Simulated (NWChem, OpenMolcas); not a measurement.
# From NWChem to OpenMolcas

NWChem 7.3.0 runs this on doublet [C2H3F3]+:

m1.xyz:
```
8
C2H3F3 B3LYP
F     -1.142800    -0.681000     1.163100
C     -0.188200     0.195100     0.711800
C      0.172900    -0.152400    -0.711300
F      0.824200    -1.335800    -0.756500
F      1.011700     0.803600    -1.182200
H      0.701700     0.118900     1.342500
H     -0.588500     1.211500     0.747300
H     -0.698800    -0.217000    -1.370500
```

m1.nw:
```
start m1
title "C2H3F3 B3LYP"
memory stack 880 mb heap 220 mb global 1100 mb
charge 1
geometry noautosym nocenter noautoz
 load format xyz m1.xyz
end
basis spherical bse
 * library def2-SVP
end
dft
 xc b3lyp
 mult 2
 grid xfine
 convergence energy 1e-08
 maxiter 100
 mulliken
 print medium
end
task dft energy
```

```bash
$ nwchem m1.nw > m1.out
```

The shape is that of a PBE0-D4/def2-TZVP optimisation. This is one conformer, not always the lowest. That shape belongs to the parent species and isn't relaxed for this state.

It gives a total energy of -376.796432 Eh.

Task: Translate the job to OpenMolcas 26.06 as an input file of the program's own.

Result: One way, which was run:

mol.inp:
```
&GATEWAY
 BasLib
 $CurrDir
 Coord
 8
 angstrom
 F       -1.142800      -0.681000       1.163100
 C       -0.188200       0.195100       0.711800
 C        0.172900      -0.152400      -0.711300
 F        0.824200      -1.335800      -0.756500
 F        1.011700       0.803600      -1.182200
 H        0.701700       0.118900       1.342500
 H       -0.588500       1.211500       0.747300
 H       -0.698800      -0.217000      -1.370500
 Basis
 def2-SVP
 Group
 NoSym

&SEWARD
 GridInput
 Grid=UltraFine
 End of Grid

&SCF
 UHF
 Charge
 1
 Spin
 2
 KSDFT
 B3LYP
 Thresholds
 1e-10 1e-07 1e-07 1e-05
 PrOrbitals
 1 1
```

```bash
$ export MOLCAS_MEM=1860
$ pymolcas mol.inp > mol.log
```

(Basis files named in the input come from the Basis Set Exchange and aren't shown.)

Its energy is -376.796431 Eh, 0.001 mEh from the first.
